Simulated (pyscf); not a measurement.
## Four-centre exchange: `[O]=[V]([F])([F])[F]` + `[NH3]` -> `[NH2][V](=[O])([F])[F]` + `[FH]`

Gas phase, singlet surface, charge 0. Bonds broken: V2–F3, N6–H7. Bonds formed: V2–N6, F3–H7. Structures and frequencies: ωB97X-D3(BJ)/def2-SVP in PySCF.

Transition state (Å):

```xyz
9

O      1.2302     0.7906    -0.7630
V      0.1101    -0.2047    -0.4360
F     -1.4882    -1.2541     0.6033
F     -1.0390     0.1334    -1.6448
F      0.9195    -1.7004    -0.4982
N     -0.2770     0.5100     1.3876
H     -1.1314    -0.4385     1.3129
H      0.5207     0.4380     2.0224
H     -0.5823     1.4853     1.3796
```

One imaginary mode, 643i cm⁻¹; descent along it reached the two sides named, in the forms told below.

```csv
bond,change,reactant side (Å),saddle,product side
V2–F3,breaks,1.744,2.176,2.576
N6–H7,breaks,1.021,1.279,1.729
V2–N6,forms,2.227,1.997,1.889
F3–H7,forms,2.497,1.138,0.955
```

Electronic energies relative to the separated reactants (eV):

```tsv
level	barrier	reaction energy	reverse barrier
ωB97X-D3(BJ)/def2-TZVP	0.79	+0.46	0.33
PBE/def2-TZVP	0.76	+0.56	0.21
r²SCAN/def2-TZVP	0.74	+0.57	0.17
B3LYP-D3(BJ)/def2-TZVP	0.81	+0.46	0.34
PBE0-D3(BJ)/def2-TZVP	0.74	+0.45	0.30
M06-2X/def2-TZVP	0.70	+0.33	0.38
ωB97M-D3(BJ)/def2-TZVP	0.84	+0.47	0.37
```

With ωB97M-D3(BJ)/def2-TZVP energies and thermal terms (ideal gas, 1 atm, RRHO with modes under 100 cm⁻¹ raised to 100, one conformer, R ln 2 for chiral ones without a mode under 150 cm⁻¹), in eV:

```tsv
T (K)	ΔH‡	ΔG‡	ΔH	ΔG
298	0.76	1.21	+0.43	+0.43
600	0.78	1.66	+0.46	+0.41
900	0.81	2.10	+0.49	+0.38
1200	0.85	2.52	+0.52	+0.34
```

On the reactant side the descent ends in an adduct with a N–V contact, 0.87 eV under the separated species and 1.66 eV under the saddle at ωB97X-D3(BJ)/def2-TZVP. What is counted as formed (N–V) is already present as a longer contact in the reactant adduct; forming that adduct is a step of its own. One saddle was located; it need not be the lowest between these sides.
